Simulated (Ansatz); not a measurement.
**Worked example: correlation energy of BH4⁺, triplet**

All five atoms lie in one plane.

Geometry: that of the BH4⁺, singlet, kept fixed. The singlet lies 6.5 eV lower here.

```xyz
5

B     0.0000    0.0000    0.0000
H    -0.0156    0.8614    0.8498
H    -0.0213   -0.8500    0.8612
H     0.0213    0.8500   -0.8612
H     0.0156   -0.8614   -0.8498
```

Basis cc-pVDZ; Ansatz 0.2.0. Only valence electrons are correlated (noble-gas cores frozen), which leaves 6 electrons in 33 orbitals. Prefix R: restricted or restricted open-shell reference; prefix U: unrestricted.

Full CI is exact within this basis and frozen core; it isn't the basis-set limit. The frozen core follows each run's orbitals, which can shift R against U totals by a few meV.

Runs differ by some tens of microhartree through their thresholds and, for an open shell, their frozen cores, so steps under 0.1 kcal/mol mean nothing.

| level | total energy (hartree) |
| --- | --- |
| UHF | -26.354857 |
| UMP2 | -26.427892 |
| UCCSD | -26.450397 |
| UCCSD(T) | -26.451888 |
| UCCSDT | -26.452346 |
| UCCSDT(Q) | -26.452375 |
| full CI | -26.452372 |

Task: What is the correlation energy at full CI, and what share of it do UMP2 and UCCSD(T) recover?

Result: E(corr) = -26.452372 − (-26.354857) = -0.097515 hartree = -2.654 eV. UMP2: -0.073035 / -0.097515 = 74.90 %. UCCSD(T): -0.097031 / -0.097515 = 99.50 %.

Task: By how many kcal/mol does UCCSD(T) miss full CI (1 hartree = 627.509 kcal/mol), and which steps make up the rest?

Result: -26.451888 − (-26.452372) = 0.000484 hartree = 0.30 kcal/mol. Steps: UCCSDT − UCCSD(T) = -0.29, UCCSDT(Q) − UCCSDT = -0.02, full CI − UCCSDT(Q) = 0.00 kcal/mol. That is within 1 kcal/mol of the reference in this basis, which itself misses far more of the correlation at the basis-set limit.
